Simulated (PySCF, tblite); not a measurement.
Complex of 2 × hydrogen sulfide

A gas-phase complex of 2 × hydrogen sulfide; neutral, singlet. The structure comes from a short search (6 tight-binding starts) and was relaxed by PBE0-D3(BJ)/def2-TZVPD; another way of binding may lie lower. Frequencies by PBE0-D3(BJ)/def2-TZVPD show no clear imaginary mode.

```
part              name  SMILES  atoms  charge  multiplicity
   1  hydrogen sulfide       S    1–3       0             1
   2  hydrogen sulfide       S    4–6       0             1
```

```xyz
6

S    -0.167    0.758   -0.251
H    -0.917   -0.351   -0.164
H     0.951    0.095    0.084
S    -0.674    0.717    3.702
H    -1.260    1.893    3.972
H    -0.559    1.003    2.390
```
Atom numbers follow the order of the file, from 1.

Contacts between parts, classed by geometry: H6···S1 2.682 Å (hydrogen bond, 162°).

Interaction energies are complex less parts, with the parts frozen as they stand in it; counterpoise-corrected, in kcal/mol (PySCF). The CCSD(T) estimate is Hartree-Fock/aug-cc-pVQZ, plus the MP2 correlation part extrapolated as X⁻³ from aug-cc-pVTZ and aug-cc-pVQZ, plus CCSD(T) less MP2 in aug-cc-pVDZ; noble-gas cores are frozen. It isn't the exact limit.

```csv
level,interaction,superposition error removed
Hartree-Fock/aug-cc-pVQZ,0.58,-
wB97M-D3(BJ)/def2-TZVPD,-1.56,-0.14
PBE0-D3(BJ)/def2-TZVPD,-2.16,-0.12
MP2/aug-cc-pVQZ,-1.80,-0.20
```

Question: What does CCSD(T) at its estimated basis limit give, and which of these levels comes nearest?

Answer: -1.58 kcal/mol. wB97M-D3(BJ)/def2-TZVPD is nearest, off by +0.02; the errors are Hartree-Fock/aug-cc-pVQZ +2.15, wB97M-D3(BJ)/def2-TZVPD +0.02, PBE0-D3(BJ)/def2-TZVPD -0.58, MP2/aug-cc-pVQZ -0.23.

Question: What holds them together? Decompose the wB97M-D3(BJ)/def2-TZVPD energy: frozen parts, their antisymmetrised product, then relaxation.

Answer: electrostatic -3.2, Pauli repulsion +3.9, orbital relaxation -1.5, dispersion correction -0.9 kcal/mol, which sum to the value before the counterpoise correction; the Pauli term holds the exchange-correlation of the frozen density too. Of the attraction, 57 % is electrostatic, 27 % is orbital relaxation, 16 % is dispersion correction.

The parts were also relaxed and run alone, at the levels used for the complex: vibrations by PBE0-D3(BJ)/def2-TZVPD; shieldings by PBE0/pcSseg-2; core levels by delta-SCF with SCAN, pcX-2 on the ionised atom and pcseg-1 elsewhere, spin-free X2C (2p3/2 is the spin-free 2p value less a third of a first-order spin-orbit splitting).

Question: What does binding change?

Answer: 
```
                              property       alone  in the complex             change
                        S4–H6 bond (Å)       1.342           1.348             +0.006
stretch carried by H6 (cm⁻¹, harmonic)  2724, 2738            2651  -80 from the mean
       its infrared intensity (km/mol)        0, 0             131                   
                 shielding of H6 (ppm)       30.49           28.46              -2.03
                 shielding of S1 (ppm)       712.6           697.2              -15.4
                 shielding of S4 (ppm)       712.6           704.7               -7.9
              S1 2p3/2 core level (eV)      170.37          170.64              +0.26
              S4 2p3/2 core level (eV)      170.37          169.79              -0.59
```
